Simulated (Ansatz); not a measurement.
Reaction: C3H3 (SMILES CC#[C], doublet) → C3H3 (SMILES [CH]1C=C1, doublet)
Each species at its own B3LYP-D3(BJ)/def2-TZVP minimum (Ansatz, an electronic-structure program).

Total energies in hartree (Ansatz). Open shells are spin-unrestricted; no spin-orbit coupling. Correlated methods leave the cores frozen. No relativity. The UHF reference of C3H3 ([C]#CC, doublet) is spin-contaminated (<S^2> up to 0.09 over the pure value in the sets run). The determinant of C3H3 ([C]#CC, doublet) is a saddle point of the SCF energy; a lower one exists, which strains HF and MP2.

| species | HF/cc-pVTZ | CCSD(T)/cc-pVTZ | HF/cc-pVQZ | CCSD(T)/cc-pVQZ | CCSD(T)/cc-pVDZ | CCSDT(Q)/cc-pVDZ |
|---|---|---|---|---|---|---|
| 1: C3H3 (SMILES [C]#CC, doublet) | -115.21917 | -115.71511 | -115.22648 | -115.74646 | -115.60687 | -115.60955 |
| 2: C3H3 (SMILES [CH]1C=C1, doublet) | -115.23476 | -115.72816 | -115.24229 | -115.76099 | -115.61460 | -115.61640 |

Work out the isomerisation energy (electronic) in kcal/mol: take Hartree-Fock from cc-pVQZ, extrapolate the CCSD(T) correlation energy as X^-3 (X = 3, 4), and add CCSDT(Q) - CCSD(T) in cc-pVDZ. 1 hartree = 627.51 kcal/mol.


Species 1: correlation (64·(-0.51998) - 27·(-0.49594))/37 = -0.53752; step -0.00268; E1 = -115.22648 + (-0.53752) + (-0.00268) = -115.76668
Species 2: correlation (64·(-0.51870) - 27·(-0.49340))/37 = -0.53716; step -0.00180; E2 = -115.24229 + (-0.53716) + (-0.00180) = -115.78125
-1·E1 +1·E2 = -0.01457 hartree = -9.1 kcal/mol.
